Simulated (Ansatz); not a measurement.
# Scan of GaSi, quartet

Starting geometry (PBE0/def2-TZVP stationary point for this spin):

```
atom   x (Å)   y (Å)   z (Å)
  Si  0.0000  0.0000  0.0000
  Ga  0.0000  0.0000  2.4181
```

From there Ga2 moves along the line of the two atoms named below, all else staying in place; atoms are numbered as listed. Energies are in eV, counted from the starting geometry at the same level. Kohn–Sham curves are unrestricted where that lies lower.

Basis cc-pVDZ; Ansatz 0.2.0. Only valence electrons are correlated (noble-gas cores and the filled d shells of p-block atoms frozen). No spin–orbit coupling is included, and no scalar relativity.

A value is left out where its run failed or describes another state than the reference as far as symmetry and spin tell, or, spin-broken singlets apart, can't be checked.

In so small a basis the reference is far from its limit while semilocal and hybrid functionals are nearer theirs (RPA and double hybrids share much of the reference's basis error), so the functionals' errors here hold much of the reference's basis and frozen-core error, which can add to them or hide them.

Full CI is exact within this basis and frozen core; it isn't the basis-set limit.

| distance Si1-Ga2 (Å) | full CI | PBE | r2SCAN | PBE0 | B3LYP | BHLYP | CAM-B3LYP | wB97M-V | B2PLYP | RPA-PBE |
| --- | --- | --- | --- | --- | --- | --- | --- | --- | --- | --- |
| 1.932 | 2.049 | 1.784 | 1.675 | 1.723 | 1.803 | 1.759 | 1.683 | 1.684 | 1.848 | 2.118 |
| 2.192 | 0.373 | 0.295 | 0.247 | 0.265 | 0.306 | 0.282 | 0.257 | 0.254 | 0.309 | 0.407 |
| 2.418 | 0.000 | 0.000 | 0.000 | 0.000 | 0.000 | 0.000 | 0.000 | 0.000 | 0.000 | 0.000 |
| 2.700 | 0.111 | 0.140 | 0.187 | 0.177 | 0.126 | 0.159 | 0.177 | 0.184 | 0.144 | 0.060 |
| 2.987 | 0.458 | 0.477 | 0.559 | 0.554 | 0.455 | 0.521 | 0.554 | 0.571 | 0.503 | 0.348 |
| 3.385 | 0.987 | 0.982 | 1.101 | 1.112 | 0.960 | 1.056 | 1.106 | 1.146 | 1.060 | 0.796 |
| 3.944 | 1.560 | 1.564 | 1.717 | 1.739 | 1.542 | 1.582 | 1.648 | 1.730 | 1.657 | 1.280 |
| 4.540 | 1.896 | 1.988 | 2.139 | 2.116 | 1.906 | 1.858 | 1.931 | 2.042 | 1.963 | 1.572 |
| 5.430 | 2.073 | 2.342 | 2.402 | 2.360 | 2.128 | 2.025 | 2.098 | 2.203 | 2.145 | 1.765 |
| 6.616 | 2.123 | 2.487 | 2.518 | 2.466 | 2.229 | 2.076 | 2.148 | 2.247 | 2.201 | 1.801 |
| 8.146 | 2.134 | – | – | 2.496 | 2.262 | 2.085 | 2.157 | 2.258 | 2.211 | – |

PBE0 at 8.146 Å lies 0.362 eV (17 %) above the reference in this basis.
